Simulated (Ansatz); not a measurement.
System: fcc Ag. Method: HSE06 in Ansatz (PAW).

Settings: plane-wave cutoff 500 eV, 6×10×1 k mesh (along the axes of the cell as run), Fermi–Dirac smearing 0.1 eV, scalar-relativistic PAW data made under PBE.

The cell is the one relaxed with r²SCAN.

**Question.** Predict the surface energy of the (110) face and work function of the (110) face.

**Answer.** 
surface energy of the (110) face: 0.92 J/m²
work function of the (110) face: 4.07 eV

Note: exact exchange on metals is sensitive to the k mesh and can open a false gap.

The slab of 8 atoms is relaxed and unreconstructed.

Static lattice: no zero-point or thermal effects.

Cost on a shared machine: about 50 core-minutes (a rough figure).

Ansatz is a quantum-chemistry and plane-wave program.
